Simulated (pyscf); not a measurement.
This saddle point was located with ωB97X-D3(BJ)/def2-SVP in PySCF.

```xyz
7

O     -0.8888     0.1178     1.1568
Zn     0.3253     0.5820    -0.1924
Cl     2.1126     1.5944    -0.7233
H     -1.0452     0.4303     2.0532
S     -1.3180    -0.8454    -1.3483
H     -1.5445    -0.5763     0.1068
H     -0.6371    -1.9909    -1.1447
```

Surface: singlet, charge 0. Lowest wavenumbers (cm⁻¹): 635i, 41, 99, 113, 225.

What reaction is this the transition state of?

HO–Zn–Cl (SMILES [OH][Zn][Cl]) + H₂S (SMILES S) ⇌ H₂O (SMILES O) + HS–Zn–Cl (SMILES [SH][Zn][Cl]), a four-centre exchange read from left to right: O–Zn, H–S broken and H–O, S–Zn formed. At ωB97M-D3(BJ)/def2-TZVP it lies -4.1 kcal/mol from the left side and +10.0 kcal/mol from the right (each side as separated species at their lowest minima found). On the reactant side the descent ends in an adduct with a S–Zn contact, 12.9 kcal/mol under the separated species and 5.8 kcal/mol under the saddle at ωB97X-D3(BJ)/def2-TZVP. On the product side the descent ends in an adduct with a O–Zn contact (not fully relaxed), 15.7 kcal/mol under the separated species and 24.3 kcal/mol under the saddle at ωB97X-D3(BJ)/def2-TZVP. At ωB97M-D3(BJ) the saddle lies under the separated reactants, which points to a path from their complex (located at ωB97X-D3(BJ) alone). What is counted as formed (S–Zn) is already present as a longer contact in the reactant adduct; forming that adduct is a step of its own. What is counted as broken (O–Zn) persists as a longer contact in the product adduct; parting that adduct is a step of its own. At ωB97X-D3(BJ) the barrier from the zero used here is -7.1 kcal/mol. One saddle was located; it need not be the lowest between these sides. Elements up to Kr have no core potential and no relativistic terms here.
